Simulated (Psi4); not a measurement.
# A workflow on SiH3O− (SMILES [O-][SiH3])

Aim: a structure relaxation (BP86-D3(BJ)/6-31G**), then vibrational wavenumbers, then a single-point energy (MP2/def2-TZVPP), then the vertical excitations (TDA-BP86/6-31G**) of SiH3O−. 

Program for the calculation: Psi4 1.11.

## 1. Starting point

SiH3O−: 5 atoms, total charge -1, spin state singlet. SMILES: `[O-][SiH3]`. Geometry: relaxed at GFN2-xTB. The run starts from this shape.

Bond lengths: O1–Si2 1.535 Å, Si2–H3 1.516 Å, Si2–H4 1.516 Å, Si2–H5 1.516 Å. Angles: O1–Si2–H3 116.1°, O1–Si2–H4 116.1°, O1–Si2–H5 116.1°, H3–Si2–H4 102.1°, H3–Si2–H5 102.1°, H4–Si2–H5 102.1°.

## 2. A geometry optimisation at BP86-D3(BJ)/6-31G(d,p) (density fitting, Cartesian functions) (run 1)

File h3osi.xyz:

```xyz
5
H3OSi
O     -1.444170     0.271390     0.700100
Si    -0.082700     0.015600     0.039800
H     -0.104440    -0.247420    -1.452600
H      0.697830    -1.174610     0.561420
H      0.933480     1.135040     0.151280
```

File run.py:

```python
import psi4

psi4.set_memory(1600000000)
psi4.set_num_threads(1)
psi4.core.set_output_file('psi4.out', False)

with open('h3osi.xyz') as f:
    atoms = ''.join(f.readlines()[2:])
geom = psi4.geometry('-1 1\n' + atoms + '')

psi4.set_options({
    'basis': '6-31G**',
    'geom_maxiter': 60,
})

e, wfn = psi4.optimize("bp86-d3(bj)", return_wfn=True)
print(f'bp86-d3(bj) energy: {e:.10f} Eh')
print(geom.to_string(dtype='xyz', units='Angstrom'))
for k, v in sorted(psi4.core.scalar_variables().items()):
    print(f'{k:45s} {v:18.10f}')
```

Run with:

```console
$ python run.py
```

psi4.out:

```text
[...]
  Running in c1 symmetry.
[...]
  Nuclear repulsion =   58.863469211136170
[...]
  Multiplicity = 1
[...]
  Nalpha       = 13
  Nbeta        = 13
[...]
    Number of basis functions: 49
[...]
   @DF-RKS iter   1:  -366.18752924705905   -1.02962e-01   1.85862e-02 ADIIS/DIIS
[...]
   @DF-RKS iter   6:  -366.56624205239461   -5.57066e-12   2.11314e-09 DIIS
[...]
  @DF-RKS Final Energy:  -366.56624205239461
   => Energetics <=
    Nuclear Repulsion Energy =             56.9680582004224405
    One-Electron Energy =                -626.7110234778568838
    Two-Electron Energy =                 234.0491031447044747
    DFT Exchange-Correlation Energy =     -30.8690226401866497
    Empirical Dispersion Energy =          -0.0033572794780174
    VV10 Nonlocal Energy =                  0.0000000000000000
    Total Energy =                       -366.5662420523946139
[...]
 Multipole Moments:
 ------------------------------------------------------------------------------------
     Multipole            Electronic (a.u.)      Nuclear  (a.u.)        Total (a.u.)
 ------------------------------------------------------------------------------------
 L = 1.  Multiply by 2.5417464519 to convert [e a0] to [Debye]
 Dipole X            :         -2.8035790            3.0816640            0.2780849
 Dipole Y            :          0.5271449           -0.5794294           -0.0522845
 Dipole Z            :          1.3592603           -1.4940503           -0.1347899
 Magnitude           :                                                    0.3134218
[...]
  -Total Gradient:
     Atom            X                  Y                   Z
    ------   -----------------  -----------------  -----------------
       1       -0.000166422725     0.000030773143     0.000078670821
       2        0.000250822054    -0.000046216155    -0.000118433247
       3       -0.000005747503     0.000010147826     0.000039778957
       4       -0.000020051520     0.000025590404    -0.000010463190
       5       -0.000027718647    -0.000025388160    -0.000008987325
[...]
    Final optimized geometry and variables:
    Molecular point group: c1
    Full point group: C1
    Geometry (in Angstrom), charge = -1, multiplicity = 1:
    O           -0.971574057306     0.182675904776     0.471021727123
    SI           0.437236563646    -0.082208957854    -0.211971495654
    H            0.476930380888    -0.358341758694    -1.743982407753
    H            1.284079813608    -1.291724937190     0.282828757162
    H            1.521016712996     1.032964018655    -0.130036582486
[...]
```

Standard output:

```text
Some dependencies such as QCElemental have not yet finished migration to pydantic v2. If issues are encountered please downgrade pydantic or upgrade QCElemental as appropriate
	Previous geometry is closer to target in internal coordinates, so using that one.

	Best geometry has RMS(Delta(q)) = 1.12e-04

Optimizer: Optimization complete!
bp86-d3(bj) energy: -366.5662420524 Eh
5
-1 1 H3OSi
O                    -0.971574057306     0.182675904776     0.471021727123
Si                    0.437236563646    -0.082208957854    -0.211971495654
H                     0.476930380888    -0.358341758694    -1.743982407753
H                     1.284079813608    -1.291724937190     0.282828757162
H                     1.521016712996     1.032964018655    -0.130036582486

BP86-D3(BJ) DISPERSION CORRECTION ENERGY           -0.0033572795
CURRENT ENERGY                                   -366.5662420524
CURRENT REFERENCE ENERGY                         -366.5662420524
DD SOLVATION ENERGY                                 0.0000000000
DFT FUNCTIONAL TOTAL ENERGY                      -366.5628847729
DFT TOTAL ENERGY                                 -366.5662420524
DFT VV10 ENERGY                                     0.0000000000
DFT XC ENERGY                                     -30.8690226402
DISPERSION CORRECTION ENERGY                       -0.0033572795
GRID ELECTRONS ALPHA                               13.0000023557
GRID ELECTRONS BETA                                13.0000023557
GRID ELECTRONS TOTAL                               26.0000047114
NUCLEAR REPULSION ENERGY                           56.9680582004
ONE-ELECTRON ENERGY                              -626.7110234779
OPTIMIZATION ITERATIONS                             6.0000000000
PCM POLARIZATION ENERGY                             0.0000000000
PE ENERGY                                           0.0000000000
SCF ITERATION ENERGY                             -366.5662420524
SCF ITERATIONS                                      6.0000000000
SCF TOTAL ENERGY                                 -366.5662420524
TWO-ELECTRON ENERGY                               234.0491031447
XC GRID RADIAL POINTS                              75.0000000000
XC GRID SPHERICAL POINTS                          302.0000000000
XC GRID TOTAL POINTS                           109163.0000000000
```

Run time: 20 s. Hardware: 1 thread of AMD EPYC 7R43 (Zen 3), shared host; peak memory 0.38 GiB.

The path in brief:

```tsv
step	energy from the first frame kept (eV)	largest force (eV/Å)
0	0.0000	2.7433
1	-0.1187	0.5231
2	-0.1285	0.1879
3	-0.1308	0.1572
4	-0.1313	0.0586
5	-0.1313	0.0145
```

After the run. Bond lengths: O1–Si2 1.588 Å, Si2–H3 1.557 Å, Si2–H4 1.557 Å, Si2–H5 1.557 Å. Angles: O1–Si2–H3 118.4°, O1–Si2–H4 118.4°, O1–Si2–H5 118.4°, H3–Si2–H4 99.3°, H3–Si2–H5 99.3°, H4–Si2–H5 99.3°.

## 3. Vibrational wavenumbers at BP86-D3(BJ)/6-31G(d,p) (density fitting, Cartesian functions) (run 2)

File calc.inp:

```
memory 1600 mb

molecule {
  -1 1
  O     -2.79601421     0.52567645     1.35517552
  Si    -0.13374915     0.02511635     0.06450580
  H     -0.05873836    -0.49669939    -2.83057541
  H      1.46655219    -2.26053763     0.99954229
  H      1.91429823     2.13248790     0.21933862
  units bohr
  symmetry c1
}

set globals {
  reference rks
  t 400.0
  rotational_symmetry_number 3
}

result, w = frequencies('bp86-d3(bj)/6-31G**', return_wfn=True)
print_variables()
```

Run with:

```console
$ psi4 -n 1 calc.inp calc.out
```

calc.out:

```text
[...]
  Running in c1 symmetry.
[...]
  Nuclear repulsion =   56.968074482550726
[...]
  Multiplicity = 1
[...]
  Nalpha       = 13
  Nbeta        = 13
[...]
    Number of basis functions: 49
[...]
   @DF-RKS iter   1:  -366.20658961334192   -1.91127e-01   1.81592e-02 ADIIS/DIIS
[...]
   @DF-RKS iter  11:  -366.56624132093719   -3.97904e-12   3.85959e-09 DIIS
[...]
    Orbital Energies [Eh]
    ---------------------
    Doubly Occupied:
       1A    -65.239690     2A    -18.482474     3A     -4.828955
       4A     -3.240901     5A     -3.240898     6A     -3.238304
       7A     -0.552419     8A     -0.225238     9A     -0.079076
      10A     -0.078971    11A     -0.036758    12A      0.032026
      13A      0.032042
[...]
  @DF-RKS Final Energy:  -366.56624132093719
   => Energetics <=
    Nuclear Repulsion Energy =             56.9663016413587684
    One-Electron Energy =                -626.7071624279489015
    Two-Electron Energy =                 234.0468904361939053
    DFT Exchange-Correlation Energy =     -30.8689136360260932
    Empirical Dispersion Energy =          -0.0033573345148455
    VV10 Nonlocal Energy =                  0.0000000000000000
    Total Energy =                       -366.5662413209371948
[...]
  -Total Gradient:
     Atom            X                  Y                   Z
    ------   -----------------  -----------------  -----------------
       1       -0.000174566445    -0.000002340297     0.000086136012
       2        0.000212627644     0.000058407694    -0.000153163841
       3        0.000000548429     0.000079318145     0.000024821234
       4        0.000029923848    -0.000087906066     0.000089025299
       5       -0.000039609557    -0.000048124666    -0.000064050002
[...]
  ==> Harmonic Vibrational Analysis <==
[...]
  Freq [cm^-1]                 730.9906            732.0083            914.0781
[...]
  IR activ [km/mol]            70.4640             71.9213             119.0681
[...]
  Freq [cm^-1]                 914.7528            987.2711           1105.2620
[...]
  IR activ [km/mol]            117.6847            17.5573             292.4458
[...]
  Freq [cm^-1]                1810.8290           1811.3650           1899.4953
[...]
  IR activ [km/mol]            570.1070            569.4804            281.9505
[...]
  Total E_0, Enthalpy at 0 [K]                                                         -366.54139627 [Eh]
[...]
  Total H, Enthalpy at  400.00 [K]                                                     -366.53522645 [Eh]
[...]
  Total G, Gibbs energy at  400.00 [K]                                                 -366.57359808 [Eh]
[...]
```

Run time: 88 s. Hardware: 1 thread of AMD EPYC 7R43 (Zen 3), shared host; peak memory 0.37 GiB.

## 4. The energy at MP2/def2-TZVPP (density fitting, density fitting for correlation) (run 3)

File calc.inp:

```
memory 1.6 GB

molecule {
  -1 1
  O
  Si 1 R2
  H 2 R3 1 A3
  H 2 R4 3 A4 1 D4
  H 2 R5 3 A5 4 D5

  R2 = 1.587888
  R3 = 1.557204
  A3 = 118.38309
  R4 = 1.557209
  A4 = 99.26566
  D4 = 129.46703
  R5 = 1.55721
  A5 = 99.26572
  D5 = 101.06563
  units angstrom
  symmetry c1
}

set {
  basis def2-TZVPP
  reference rhf
  num_frozen_docc 6
}

energy_value = energy("mp2")
print_variables()
```

Run with:

```console
$ psi4 -n 1 calc.inp calc.out
```

calc.out:

```text
[...]
  Running in c1 symmetry.
[...]
  Nuclear repulsion =   56.968078229685958
[...]
  Multiplicity = 1
[...]
  Nalpha       = 13
  Nbeta        = 13
[...]
    Number of basis functions: 115
[...]
   @DF-RHF iter   1:  -365.41912039915474   -8.03951e-01   5.67795e-03 DIIS/ADIIS
[...]
   @DF-RHF iter  10:  -365.61027929597532   -6.46310e-11   5.78900e-09 DIIS
[...]
    Orbital Energies [Eh]
    ---------------------
    Doubly Occupied:
       1A    -68.562207     2A    -20.240442     3A     -5.904280
       4A     -4.012101     5A     -4.012101     6A     -4.010141
       7A     -0.968974     8A     -0.463671     9A     -0.274207
      10A     -0.274205    11A     -0.259930    12A     -0.174567
      13A     -0.174566
[...]
  @DF-RHF Final Energy:  -365.61027929597532
   => Energetics <=
    Nuclear Repulsion Energy =             56.9680782296859576
    One-Electron Energy =                -626.4939295962540200
    Two-Electron Energy =                 203.9155720705927308
    Total Energy =                       -365.6102792959753742
[...]
 Multipole Moments:
 ------------------------------------------------------------------------------------
     Multipole            Electronic (a.u.)      Nuclear  (a.u.)        Total (a.u.)
 ------------------------------------------------------------------------------------
 L = 1.  Multiply by 2.5417464519 to convert [e a0] to [Debye]
 Dipole X            :          0.0000063           -0.0000041            0.0000022
 Dipole Y            :          0.0000835           -0.0000523            0.0000312
 Dipole Z            :         -2.8266410            3.4734098            0.6467688
 Magnitude           :                                                    0.6467688
[...]
```

It took 3.6 s on 1 thread of AMD EPYC 7R43 (Zen 3), shared host; peak memory 0.22 GiB.

## 5. The excited states at TDA-BP86/6-31G(d,p) (density fitting, Cartesian functions, save jk yes) (run 4)

File input.in:

```
memory 1.6 GB

molecule m {
  -1 1
  O
  Si 1 r2
  H 2 r3 1 a3
  H 2 r4 3 a4 1 d4
  H 2 r5 3 a5 4 d5

  r2 = 1.587888
  r3 = 1.557204
  a3 = 118.38309
  r4 = 1.557209
  a4 = 99.26566
  d4 = 129.46703
  r5 = 1.55721
  a5 = 99.26572
  d5 = 101.06563
}

set globals {
  basis 6-31G**
  save_jk true
}

from psi4.driver.procrouting.response.scf_response import tdscf_excitations
E, wfn = energy('bp86', return_wfn=True)
states = tdscf_excitations(wfn, states=6, tda=True)
```

Run with:

```console
$ psi4 input.in input.out -n 1
```

input.out:

```text
[...]
  Running in c1 symmetry.
[...]
  Nuclear repulsion =   56.968078229685958
[...]
  Multiplicity = 1
[...]
  Nalpha       = 13
  Nbeta        = 13
[...]
    Number of basis functions: 49
[...]
   @DF-RKS iter   1:  -366.20323234456788   -1.91127e-01   1.81592e-02 DIIS/ADIIS
[...]
   @DF-RKS iter   9:  -366.56288484742265   -1.36077e-09   6.71869e-07 DIIS
[...]
    Orbital Energies [Eh]
    ---------------------
    Doubly Occupied:
       1A    -65.239650     2A    -18.482461     3A     -4.828924
       4A     -3.240867     5A     -3.240867     6A     -3.238272
       7A     -0.552407     8A     -0.225255     9A     -0.079025
      10A     -0.079022    11A     -0.036748    12A      0.032045
      13A      0.032046
[...]
  @DF-RKS Final Energy:  -366.56288484742265
   => Energetics <=
    Nuclear Repulsion Energy =             56.9680782296859576
    One-Electron Energy =                -626.7112552496799935
    Two-Electron Energy =                 234.0493342827851677
    DFT Exchange-Correlation Energy =     -30.8690421102137336
    Empirical Dispersion Energy =           0.0000000000000000
    VV10 Nonlocal Energy =                  0.0000000000000000
    Total Energy =                       -366.5628848474226515
[...]
 Multipole Moments:
 ------------------------------------------------------------------------------------
     Multipole            Electronic (a.u.)      Nuclear  (a.u.)        Total (a.u.)
 ------------------------------------------------------------------------------------
 L = 1.  Multiply by 2.5417464519 to convert [e a0] to [Debye]
 Dipole X            :          0.0000016           -0.0000041           -0.0000025
 Dipole Y            :          0.0000763           -0.0000523            0.0000241
 Dipole Z            :         -3.1599816            3.4734098            0.3134282
 Magnitude           :                                                    0.3134282
[...]
**********                               WARNING                                **********
**********       The names of excited state variables changed between 1.5       **********
[...]
                                    Excitation Energy         Total Energy        Oscillator Strength             Rotatory Strength
[...]
Excited State    1 (1 A):   0.19474 au   233.97 nm f = 0.0337
[...]
Excited State    3 (1 A):   0.25216 au   180.69 nm f = 0.0000
[...]
Excited State    4 (1 A):   0.25875 au   176.09 nm f = 0.0004
[...]
Excited State    5 (1 A):   0.25875 au   176.09 nm f = 0.0004
[...]
Excited State    6 (1 A):   0.26305 au   173.21 nm f = 0.0406
[...]
```

Wall time 13 s (1 thread of AMD EPYC 7R43 (Zen 3), shared host); peak memory 0.35 GiB.

The roots found:

```tsv
excited state	energy (eV)	strength	label
1	5.299	0.0337	A 1
2	5.299	0.0337	A 1
3	6.862	0.0000	A 1
4	7.041	0.0004	A 1
5	7.041	0.0004	A 1
6	7.158	0.0406	A 1
```

## 6. Outcome

```
                                                                          quantity             value
                               run 1, BP86-D3(BJ)/6-31G**: total energy at the end     -366.56624 Eh
                                           run 1, BP86-D3(BJ)/6-31G**: HOMO energy           0.87 eV
                                           run 1, BP86-D3(BJ)/6-31G**: LUMO energy           6.02 eV
 run 1, BP86-D3(BJ)/6-31G**: HOMO–LUMO gap (to an unbound level, set by the basis)           5.15 eV
                                     run 1, BP86-D3(BJ)/6-31G**: dispersion energy      -8.81 kJ/mol
                            run 2, BP86-D3(BJ)/6-31G**: lowest harmonic wavenumber          731 cm⁻¹
                           run 2, BP86-D3(BJ)/6-31G**: highest harmonic wavenumber         1900 cm⁻¹
                                     run 2, BP86-D3(BJ)/6-31G**: zero-point energy       65.2 kJ/mol
run 2, BP86-D3(BJ)/6-31G**: ideal-gas entropy at 400 K (symmetry number 3 as used)  60.2 cal/(mol K)
                                               run 3, MP2/def2-TZVPP: total energy     -366.00290 Eh
                        run 3, MP2/def2-TZVPP: HOMO energy (Hartree–Fock orbitals)          -4.75 eV
                        run 3, MP2/def2-TZVPP: LUMO energy (Hartree–Fock orbitals)           8.83 eV
      run 3, MP2/def2-TZVPP: HOMO–LUMO gap (to an unbound level, set by the basis)          13.58 eV
                run 3, MP2/def2-TZVPP: correlation energy (6 core orbitals frozen)        -392.6 mEh
                        run 4, TDA-BP86/6-31G**: ground-state or mean-field energy     -366.56288 Eh
                    run 4, TDA-BP86/6-31G**: HOMO energy (BP86 Kohn–Sham orbitals)           0.87 eV
                    run 4, TDA-BP86/6-31G**: LUMO energy (BP86 Kohn–Sham orbitals)           6.02 eV
    run 4, TDA-BP86/6-31G**: HOMO–LUMO gap (to an unbound level, set by the basis)           5.15 eV
                                 run 4, TDA-BP86/6-31G**: lowest excitation energy           5.30 eV
```

**Reading.** The optimisation (run 1, BP86-D3(BJ)/6-31G**) took 6 steps and changed the energy by -0.131 eV. The HOMO (run 1, BP86-D3(BJ)/6-31G**) lies at positive energy, 0.87 eV, as semi-local functionals often give for anions; only total energies tell whether the electron is bound. All 9 modes (run 2, BP86-D3(BJ)/6-31G**) are real, so the shape is a minimum at this level. The brightest of the 6 transitions from the ground state lies at 5.30 eV (234 nm, f = 0.067, degenerate roots summed). For an anion, states without diffuse functions may be basis-held continuum. The HOMO (run 4, TDA-BP86/6-31G**) lies at positive energy, 0.87 eV, as semi-local functionals often give for anions: the electron is unbound at this level or held by a compact basis; values depend on the basis.
